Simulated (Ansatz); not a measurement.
Other spins and charges of SiAsH₃ (H-bridged), singlet at one geometry

Geometry (PBE0/def2-TZVP stationary point for this spin, not checked as a minimum):

```yaml
atoms:
  - { symbol: Si, position_ang: [-0.0418, 0.0000, 1.5269] }
  - { symbol: As, position_ang: [-0.0034, 0.0000, -0.6438] }
  - { symbol: H, position_ang: [1.2924, 0.0000, 0.4670] }
  - { symbol: H, position_ang: [0.0615, 1.1927, 2.4197] }
  - { symbol: H, position_ang: [0.0615, -1.1927, 2.4197] }
```

Basis cc-pVDZ; Ansatz 0.2.0. Correlated methods freeze the noble-gas cores and the filled d shells of p-block atoms. R marks a restricted (for open shells ROHF) determinant, U an unrestricted one. Active spaces: valence = (12e, 11o) chosen from the atoms' valence shells. No spin–orbit coupling is included, and no scalar relativity.

Gaps are energies of the second state less the first, at fixed atoms, for a selection of the levels run; each method lands on the state that its own search finds for that charge and spin.

Removing an electron, to the doublet: 7.469 eV at UCCSDT(Q).

| level | gap (eV) | error (meV) |
| --- | --- | --- |
| UHF | 6.722 | -747 |
| UMP2 | 7.500 | 31 |
| CISD | 7.323 | -146 |
| UCCSD | 7.429 | -40 |
| UCCSD(T) | 7.469 | 0 |
| BCCD(T) | 7.471 | 2 |
| UCCSDT | 7.464 | -5 |
| CASSCF (valence space) | 6.755 | -714 |
| NEVPT2 (valence space) | 7.386 | -83 |
| MRCISD (valence space) | 7.391 | -78 |
| MRCISD+Q (valence space) | 7.478 | 9 |
| PBE | 7.663 | 194 |
| r2SCAN | 7.706 | 237 |
| PBE0 | 7.700 | 231 |
| B3LYP | 7.707 | 238 |
| wB97M-V | 7.672 | 203 |
| B2PLYP | 7.595 | 126 |
| RPA-PBE | 7.659 | 190 |

Triplet less singlet: 1.216 eV at UCCSDT(Q).

```json
{"level": "UHF", "gap (eV)": "0.908", "error (meV)": "-308"}
{"level": "UMP2", "gap (eV)": "1.294", "error (meV)": "78"}
{"level": "CISD", "gap (eV)": "1.187", "error (meV)": "-29"}
{"level": "UCCSD", "gap (eV)": "1.201", "error (meV)": "-15"}
{"level": "UCCSD(T)", "gap (eV)": "1.220", "error (meV)": "4"}
{"level": "BCCD(T)", "gap (eV)": "1.224", "error (meV)": "8"}
{"level": "UCCSDT", "gap (eV)": "1.213", "error (meV)": "-3"}
{"level": "CASSCF (valence space)", "gap (eV)": "1.348", "error (meV)": "132"}
{"level": "NEVPT2 (valence space)", "gap (eV)": "1.294", "error (meV)": "78"}
{"level": "MRCISD (valence space)", "gap (eV)": "1.272", "error (meV)": "56"}
{"level": "MRCISD+Q (valence space)", "gap (eV)": "1.248", "error (meV)": "32"}
{"level": "PBE", "gap (eV)": "1.045", "error (meV)": "-171"}
{"level": "r2SCAN", "gap (eV)": "0.955", "error (meV)": "-261"}
{"level": "PBE0", "gap (eV)": "1.060", "error (meV)": "-156"}
{"level": "B3LYP", "gap (eV)": "1.163", "error (meV)": "-53"}
{"level": "wB97M-V", "gap (eV)": "1.278", "error (meV)": "62"}
{"level": "B2PLYP", "gap (eV)": "1.223", "error (meV)": "7"}
{"level": "RPA-PBE", "gap (eV)": "1.272", "error (meV)": "56"}
```

In so small a basis the reference is far from its limit while semilocal and hybrid functionals are nearer theirs (RPA and double hybrids share much of the reference's basis error), so the functionals' errors here hold much of the reference's basis and frozen-core error, which can add to them or hide them.

Full CI isn't at hand for all of this; UCCSDT(Q) serves as the reference, and is uncertain by about the last step of the cluster series. The frozen core follows each run's orbitals, which can shift R against U totals by a few meV for light atoms and by up to 0.1 eV past Ca.
